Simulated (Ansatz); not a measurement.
Run this with Ansatz 0.2.0 through its Python package and show what comes out.

Script `composite_ch2o.py`:
```python
import itertools

import ansatz
from ase.data import atomic_numbers, covalent_radii
import numpy as np

BASIS = "def2-SVP"
FUNCTIONAL = "PBE0"
VDW = "d4"

GEOMETRY = """
C     0.00424   -0.00001   -0.00230
O     0.69206    0.54547    0.80385
H    -0.54567    0.54659   -0.78689
H    -0.15063   -1.09205   -0.01466
"""

molecule = ansatz.Crystal.molecule()
for line in GEOMETRY.strip().splitlines():
    symbol, *xyz = line.split()
    molecule = molecule.atom(symbol, [float(v) for v in xyz])

job = (
    molecule.calculation()
    .basis(gaussian=BASIS)
    .functional(FUNCTIONAL, dispersion=VDW)
)
symbols = [site.symbol for site in molecule.cartesian_sites]
start = np.array([site.position_ang for site in molecule.cartesian_sites], dtype=float)
report = job.relax(force_tolerance=0.01).run(threads=1).report
end = np.array(report["positions_ang"])
radius = [covalent_radii[atomic_numbers[s]] for s in symbols]
span = lambda where, i, j: np.linalg.norm(where[i] - where[j])
bonded = [(i, j) for i, j in itertools.combinations(range(len(symbols)), 2) if min(span(start, i, j), span(end, i, j)) < 1.2 * (radius[i] + radius[j])]
print("pair        before    after (A)")
for i, j in bonded:
    print(f"{symbols[i]}{i}-{symbols[j]}{j}".ljust(10), f"{span(start, i, j):8.4f} {span(end, i, j):8.4f}")
for first, second in list(itertools.combinations(bonded, 2)):
    shared = set(first) & set(second)
    if shared and symbols[(j := shared.pop())] != "H":
        i, k = sorted((set(first) | set(second)) - {j})
        u, v = end[i] - end[j], end[k] - end[j]
        angle = np.degrees(np.arccos(np.clip(u @ v / np.linalg.norm(u) / np.linalg.norm(v), -1, 1)))
        print(f"final angle {symbols[i]}{i}-{symbols[j]}{j}-{symbols[k]}{k}: {angle:.2f} deg")

minimum = ansatz.Crystal.molecule()
for symbol, place in zip(symbols, end):
    minimum = minimum.atom(symbol, place.tolist())
at_minimum = minimum.calculation()
level = lambda method, basis: at_minimum.basis(gaussian=basis).correlation(method).run(threads=1).report
small, large, cluster = level("mp2", "cc-pVDZ"), level("mp2", "cc-pVTZ"), level("ccsd_t", "cc-pVDZ")
corr = lambda each: (each["free_energy_ev"] - each["reference_energy_ev"]) / 27.211386246
mp2_limit = (27 * corr(large) - 8 * corr(small)) / 19
pieces = {"HF / cc-pVTZ": large["reference_energy_ev"] / 27.211386246, "MP2 correlation, DZ-TZ limit": mp2_limit, "CCSD(T) - MP2 / cc-pVDZ": corr(cluster) - corr(small)}
for name, value in pieces.items():
    print(f"{name:32s} {value:14.6f} Ha")
print(f"{'sum':32s} {sum(pieces.values()):14.6f} Ha")
print("T1 diagnostic", round(cluster["correlation"]["coupled_cluster"]["t1_diagnostic"], 4))
```

```console
$ python composite_ch2o.py
pair        before    after (A)
C0-O1        1.1919   1.1962
C0-H2        1.1031   1.1198
C0-H3        1.1030   1.1198
final angle O1-C0-H2: 122.50 deg
final angle O1-C0-H3: 122.50 deg
final angle H2-C0-H3: 115.00 deg
HF / cc-pVTZ                        -113.911578 Ha
MP2 correlation, DZ-TZ limit          -0.428100 Ha
CCSD(T) - MP2 / cc-pVDZ               -0.025809 Ha
sum                                 -114.365488 Ha
T1 diagnostic 0.016
```

What to keep in mind:
- Total energies depend on the basis set; only differences at equal settings carry meaning.
- The sum leaves out core correlation, relativity, the Hartree-Fock basis error and zero-point energy; a DZ-TZ extrapolation is rough.
- Inner cores stay frozen, so this is valence correlation.
- Finished in 4.6 s on 1 thread of Arm Neoverse V2 (shared host), peak memory 0.18 GiB.
